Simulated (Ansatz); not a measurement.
N2 beside CH3Cl: one fragment in the basis of the whole pair (the partner's atoms are ghosts).

The input file, in.yaml:

```yaml
crystal:
  periodic: [false, false, false]
  atoms:
    - {symbol: N, position_ang: [0.675650, -0.005154, -3.212929]}
    - {symbol: N, position_ang: [-0.111722, -0.101072, -2.466425]}
basis:
  gaussian:
    orbitals: "def2-TZVPPD.json"
    ghost_atoms:
      - {symbol: C, position_ang: [-0.254829, 0.006621, 1.171474]}
      - {symbol: Cl, position_ang: [1.456627, 0.182231, 0.739785]}
      - {symbol: H, position_ang: [-0.829289, -0.128520, 0.258251]}
      - {symbol: H, position_ang: [-0.574980, 0.906620, 1.691030]}
      - {symbol: H, position_ang: [-0.361457, -0.860626, 1.818712]}
hamiltonian: {xc: pbe0, dispersion: d4}
```

The basis file named in the input lies beside it (Basis Set Exchange, JSON).

Run by:

```bash
ansatz run in.yaml --threads 4 --pin off --events-out ev --progress --plain --max-ram 9574MiB
```

What Ansatz 0.2.0 printed:

```
Functional definition: PBE0
  name "PBE0"
  cite "Adamo & Barone, J. Chem. Phys. 110, 6158 (1999) doi:10.1063/1.478522"
  cite "Perdew, Burke & Ernzerhof, Phys. Rev. Lett. 77, 3865 (1996) doi:10.1103/PhysRevLett.77.3865"
  parent pbe
  parameter a = 0.25
  parameter kappa = 0.804
  parameter beta = 0.06672455060314922
  exchange = (1 - a)*pbe_x(kappa = kappa, mu = beta*pi^2/3) + a*exact_x
  correlation = pbe_c(beta = beta)
993 factors; their error is unknown
mean field evaluation 1: about -2977.2249 eV, gradient 2.3e1 eV
mean field evaluation 2: about -2977.7490 eV, gradient 1.5e1 eV
mean field evaluation 4: about -2978.1872 eV, gradient 6.4e-2 eV
mean field evaluation 8: about -2978.2010 eV, gradient 1.4e-3 eV
mean field -2978.20102961 eV, -109.4468691410 hartree, gradient 5.3e-5 eV, S^2 0.000000; 0 other end points of the search recorded, 0 dependent functions left out
reference -2978.20104902 eV, -109.4468698544 hartree; 7, 7 occupied and 206, 206 virtual orbitals, 993 factors
Total energy: -2978.20903828 eV, -109.4471634542 hartree
```

The run took about 1.2 s on 4 CPU threads of an Arm Neoverse V1 (shared host).
